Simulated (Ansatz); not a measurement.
## doublet SiN: levels of theory in one basis

```xyz
2

Si    0.0000    0.0000    0.0000
N     0.0000    0.0000    1.4934
```

Basis set: def2-SVP (spherical functions). Left uncorrelated: 6 orbitals. Correlation on ROHF uses semicanonical orbitals with singles. Charge 0, multiplicity 2.

Computed with Ansatz (development build ahead of 0.2.0); the reference of a correlated method needn't be the lowest determinant of its kind.

```tsv
method	E − E(ROHF) (eV)	<S²> of the determinant
ROHF	0.00	0.75
UHF	-0.28	0.98
ROHF-MP2	-5.42	–
ROHF-CCSD(T)	-7.01	–
UHF-CCSD(T)	-6.98	0.98
```

Problem. What does UHF-MP2 give on the same scale?

Solution. -5.80 eV.

Problem. Is a single determinant a sound starting point here?

Solution. Only with care. Unrestricted orbitals gain 0.28 eV and <S²> is 0.98 against 0.75 for a pure state, a contamination that matters most for the unrestricted series.

Caution for UHF, UHF-MP2, UHF-CCSD(T): the unrestricted determinant is spin contaminated. Caution for ROHF-MP2: another reference gives a lower total.
